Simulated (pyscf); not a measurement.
F–SiH₂• + H₂O → HO–SiH₂–F + H•, a substitution at O (doublet surface; H–O broken, O–Si formed). PySCF, gas phase, ωB97X-D3(BJ)/def2-SVP geometries. Correlated levels are frozen-core, on RHF or UHF. ΔMP2 is the change of the MP2 total energy from the triple- to the quadruple-zeta basis. Energies in eV from the separated reactants.

Small-basis levels: PySCF, no dispersion term, spherical d functions. AM1 to PM7: differences of heats of formation from MOPAC. Open shells are spin-unrestricted. 

```csv
level,barrier,reaction energy
HF/3-21G,1.00,-0.93
BP86/6-31G*,0.47,-0.41
PBE/6-31G*,0.41,-0.56
B3LYP/LANL2DZ,0.70,+0.10
M06-2X/6-31G*,0.79,-0.70
B3LYP/6-311+G**,0.80,-0.12
B3LYP/def2-SVP,0.66,-0.44
AM1,0.21,+1.06
PM7,-0.12,+0.25
CCSD(T)/def2-TZVPP + ΔMP2(QZVPP),0.93,-0.51
```

Against the last row the barrier runs from -1.05 (PM7) to +0.07 eV (HF/3-21G); HF/3-21G happens to lie closest here (0.07 eV apart). At AM1, PM7 this geometry lies under one side, so the entry may be no barrier of that level: it is a single point on another level's saddle. CCSD(T)/def2-TZVPP + ΔMP2(QZVPP) has limits of its own. This is the saddle that the search found; another between the same sides may lie lower. The angle at the attacked O is 137°. The CCSD(T) − MP2 part came from Ansatz, without density fitting, on the same reference.
